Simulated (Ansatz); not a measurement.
## Ansatz (development build ahead of 0.2.0) run

```yaml
crystal:
  periodic: [false, false, false]
  atoms:
    - { symbol: C, position_ang: [0.13073, 0.27998, 0.35055] }
    - { symbol: C, position_ang: [-0.71837, -0.9587, 0.44284] }
    - { symbol: O, position_ang: [0.59855, 0.69512, -0.64379] }
    - { symbol: H, position_ang: [0.28783, 0.77829, 1.27445] }
    - { symbol: H, position_ang: [-1.08424, -1.23388, 1.39406] }
    - { symbol: H, position_ang: [-0.90676, -1.49119, -0.43397] }
    - { symbol: H, position_ang: [0.42379, 0.21349, -1.48133] }
basis:
  gaussian: { orbitals: def2-SVP }
total_charge: 1
magnetization:
  spin_polarized: true
  initial_magnetization: 1
hamiltonian:
  xc: hf
output:
  forces: true
```

The input is written out in the form of the current development build from the run's settings.

Output:

```
Converged                       : yes
Total energy                    : -152.47584 hartree
Spin squared of the determinant : 0.762
Stability test                  : minimum
```

Forces (eV/Å):
| atom | Fx | Fy | Fz |
| --- | --- | --- | --- |
| C1 | -4.612 | -5.456 | 4.930 |
| C2 | 2.299 | 3.446 | 0.060 |
| O3 | 2.450 | 1.993 | -6.078 |
| H4 | 0.563 | 0.992 | 0.641 |
| H5 | -0.448 | -0.416 | 0.879 |
| H6 | -0.495 | -1.116 | -1.323 |
| H7 | 0.244 | 0.557 | 0.890 |
